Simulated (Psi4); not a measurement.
# CH4AlCl (SMILES [CH3][AlH][Cl]) at PBE0/aug-cc-pVDZ

What is the vertical electron affinity of CH4AlCl at PBE0/aug-cc-pVDZ? 

The calculation is run with Psi4 1.11.

3 further runs of the same task are left out: 3 set aside as unsound or not needed.

## (1) Starting point

CH4AlCl has 7 atoms, charge 0, and is taken as a singlet. SMILES: `[CH3][AlH][Cl]`. The shape is that of a PBE0-D4/def2-TZVP optimisation.

Bond lengths: C1–Al2 1.938 Å, Al2–Cl3 2.105 Å, C1–H4 1.095 Å, C1–H5 1.091 Å, C1–H6 1.095 Å, Al2–H7 1.579 Å. Angles: C1–Al2–Cl3 119.4°, C1–Al2–H7 124.6°, Cl3–Al2–H7 116.1°, Al2–C1–H4 110.5°, Al2–C1–H5 112.6°, Al2–C1–H6 110.6°, H4–C1–H5 108.2°, H4–C1–H6 106.4°, H5–C1–H6 108.2°.

## (2) Energy and gradient at PBE0/aug-cc-pVDZ

job.inp reads:

```
memory 1600 MB

molecule m {
  0 1
  C
  Al 1 1.938136
  Cl 2 2.104825 1 119.37527
  H 1 1.095062 2 110.49957 3 121.41637
  H 1 1.091298 4 108.21176 2 123.69372
  H 1 1.094883 5 108.22031 4 -114.962
  H 2 1.578884 1 124.57187 5 -179.62555
  symmetry c1
  no_reorient
  no_com
}

set basis aug-cc-pVDZ
set reference rks
set puream true
set e_convergence 1e-09
set d_convergence 1e-08
set scf_type pk
set dft_radial_points 99
set dft_spherical_points 590

energy_value, wavefunction = gradient('pbe0', return_wfn=True)
oeprop(wavefunction, 'QUADRUPOLE', 'MAYER_INDICES', 'MULLIKEN_CHARGES')
```

The run is started by

```bash
$ psi4 job.inp job.out -n 1
```

job.out:

```text
[...]
  Running in c1 symmetry.
[...]
  Nuclear repulsion =  125.578309007439344
[...]
  Multiplicity = 1
[...]
  Nalpha       = 20
  Nbeta        = 20
[...]
    Number of basis functions: 113
[...]
   @RKS iter   1:  -742.57899140992640   -3.04402e-01   6.87600e-03 DIIS/ADIIS
[...]
   @RKS iter  11:  -742.89857415927224   -2.04636e-12   2.55037e-09 DIIS
[...]
    Orbital Energies [Eh]
    ---------------------
    Doubly Occupied:
       1A   -101.699678     2A    -56.199343     3A    -10.219987
       4A     -9.516896     5A     -7.247575     6A     -7.244370
       7A     -7.243243     8A     -4.211673     9A     -2.745571
      10A     -2.740647    11A     -2.736927    12A     -0.828482
      13A     -0.713990    14A     -0.440914    15A     -0.421620
      16A     -0.418476    17A     -0.355051    18A     -0.347556
      19A     -0.343050    20A     -0.302377
[...]
  @RKS Final Energy:  -742.89857415927224
   => Energetics <=
    Nuclear Repulsion Energy =            125.5783090074393442
    One-Electron Energy =               -1276.3350981229732497
    Two-Electron Energy =                 448.3189810141988687
    DFT Exchange-Correlation Energy =     -40.4607660579373629
    Empirical Dispersion Energy =           0.0000000000000000
    VV10 Nonlocal Energy =                  0.0000000000000000
    Total Energy =                       -742.8985741592722434
[...]
  -Total Gradient:
     Atom            X                  Y                   Z
    ------   -----------------  -----------------  -----------------
       1        0.000112635984     0.000432421004    -0.000793922216
       2        0.000006166648    -0.008203859579     0.002694812004
       3       -0.000009914428     0.009209996331    -0.005328127393
       4        0.003600062438    -0.002232609853     0.001558087179
       5        0.000007440889     0.004417409865     0.001913402358
       6       -0.003702021188    -0.002240472416     0.001544875267
       7       -0.000014400405    -0.001378156572    -0.001594612257
[...]
 Multipole Moments:
 ------------------------------------------------------------------------------------
     Multipole            Electronic (a.u.)      Nuclear  (a.u.)        Total (a.u.)
 ------------------------------------------------------------------------------------
 L = 1.  Multiply by 2.5417464519 to convert [e a0] to [Debye]
 Dipole X            :          0.0040530           -0.0033690            0.0006840
 Dipole Y            :         -4.0053630            4.4837114            0.4783483
 Dipole Z            :          6.2377566           -6.8341158           -0.5963592
 Magnitude           :                                                    0.7645011
 L = 2.  Multiply by 1.3450342976 to convert [e a0^2] to [Debye ang]
 Quadrupole XX       :        -27.9366653            5.4935272          -22.4431381
 Quadrupole XY       :          0.0231472           -0.0187327            0.0044146
[...]
  Mulliken Charges: (a.u.)
   Center  Symbol    Alpha    Beta     Spin     Total
       1     C     2.85357  2.85357  0.00000  0.29287
       2    AL     6.23393  6.23393  0.00000  0.53215
       3    CL     8.69326  8.69326  0.00000 -0.38651
       4     H     0.58305  0.58305  0.00000 -0.16610
       5     H     0.60183  0.60183  0.00000 -0.20365
       6     H     0.58312  0.58312  0.00000 -0.16625
       7     H     0.45125  0.45125  0.00000  0.09750
   Total alpha = 20.00000, Total beta = 20.00000, Total charge = -0.00000
  Mayer Bond Indices:
[...]
```

It took 74 s on 1 thread of Intel Xeon Platinum 8223CL at 3.00GHz (Skylake/Cascade Lake), shared host; peak memory 0.73 GiB.

## (3) The doublet anion, same level

calc.inp reads:

```
memory 1600 mb

molecule m {
  -1 2
  C     -0.712200     0.523000    -0.285500
  Al     0.857100    -0.506700     0.197600
  Cl     0.695700    -2.008100     1.663900
  H     -0.538800     1.590300    -0.112400
  H     -1.598400     0.225700     0.277700
  H     -0.932100     0.413800    -1.352500
  H      2.289900    -0.306000    -0.434600
  symmetry c1
}

set basis aug-cc-pVDZ
set reference uks
set puream true
set e_convergence 1e-09
set d_convergence 1e-08
set scf_type pk
set dft_radial_points 99
set dft_spherical_points 590
set maxiter 200

e, wfn = gradient("pbe0", return_wfn=True)
oeprop(wfn, "DIPOLE", "MAYER_INDICES", "LOWDIN_CHARGES", title="PBE0")
```

The run is started by

```bash
$ psi4 calc.inp calc.out -n 1
```

calc.out, cut to the lines that bear on the results:

```text
[...]
  Running in c1 symmetry.
[...]
  Nuclear repulsion =  125.578319224039163
[...]
  Multiplicity = 2
[...]
  Nalpha       = 21
  Nbeta        = 20
[...]
    Number of basis functions: 113
[...]
   @UKS iter   1:  -742.47868671949584   -2.04098e-01   7.40069e-03 DIIS/ADIIS
[...]
   @UKS iter  15:  -742.89558454363964   -4.20641e-12   4.57544e-09 DIIS
[...]
   @S^2 Observed:                7.526776007E-01
[...]
  @UKS Final Energy:  -742.89558454363964
   => Energetics <=
    Nuclear Repulsion Energy =            125.5783192240391628
    One-Electron Energy =               -1282.8676728698994793
    Two-Electron Energy =                 454.9635378209254100
    DFT Exchange-Correlation Energy =     -40.5697687187047791
    Empirical Dispersion Energy =           0.0000000000000000
    VV10 Nonlocal Energy =                  0.0000000000000000
    Total Energy =                       -742.8955845436396430
[...]
  -Total Gradient:
     Atom            X                  Y                   Z
    ------   -----------------  -----------------  -----------------
       1        0.006369903653    -0.007257372287     0.004736138792
       2       -0.013130294243    -0.011641560856     0.015185110592
       3        0.003577455920     0.020399402676    -0.020365250653
       4        0.000599190873    -0.003627281187    -0.001778888086
       5        0.005174618735     0.001305712345    -0.002887211181
       6        0.002159109409     0.001201906958     0.003316477606
       7       -0.004749254741    -0.000376111029     0.001788995469
[...]
 Multipole Moments:
 ------------------------------------------------------------------------------------
     Multipole            Electronic (a.u.)      Nuclear  (a.u.)        Total (a.u.)
 ------------------------------------------------------------------------------------
 L = 1.  Multiply by 2.5417464519 to convert [e a0] to [Debye]
 Dipole X            :          1.8650039           -3.0946823           -1.2296784
 Dipole Y            :         -6.3105251            5.9623888           -0.3481363
 Dipole Z            :          5.3755019           -4.6563575            0.7191444
 Magnitude           :                                                    1.4664503
[...]
```

Wall time 1.7 min (1 thread of Intel Xeon Platinum 8223CL at 3.00GHz (Skylake/Cascade Lake), shared host); peak memory 0.73 GiB.

## (4) Summary of results

At PBE0/aug-cc-pVDZ:

| quantity | value |
| --- | --- |
| singlet CH4AlCl: total energy | -742.89857 Eh |
| singlet CH4AlCl: dipole moment | 1.94 D |
| singlet CH4AlCl: HOMO energy | -8.23 eV |
| singlet CH4AlCl: LUMO energy | -1.24 eV |
| singlet CH4AlCl: HOMO–LUMO gap | 6.99 eV |
| singlet CH4AlCl: largest force on an atom | 0.547 eV/Å |
| doublet anion: total energy | -742.89558 Eh |
| doublet anion: HOMO energy (highest over α and β) | 1.25 eV |
| doublet anion: LUMO energy (lowest over α and β) | 2.37 eV |
| doublet anion: ⟨S²⟩ | 0.753 |
| doublet anion: largest force on an atom | 1.494 eV/Å |
| vertical electron affinity (to the doublet anion) | -0.081 eV |

What this shows: The anion lies 0.08 eV (1.9 kcal/mol) above the neutral: the electron isn't bound at this level, and such a value depends on the basis. The largest force (singlet CH4AlCl) is 0.55 eV/Å: the shape isn't a stationary point for this species at this level. The HOMO (doublet anion) lies at positive energy, 1.25 eV; only total energies tell whether the electron is bound.
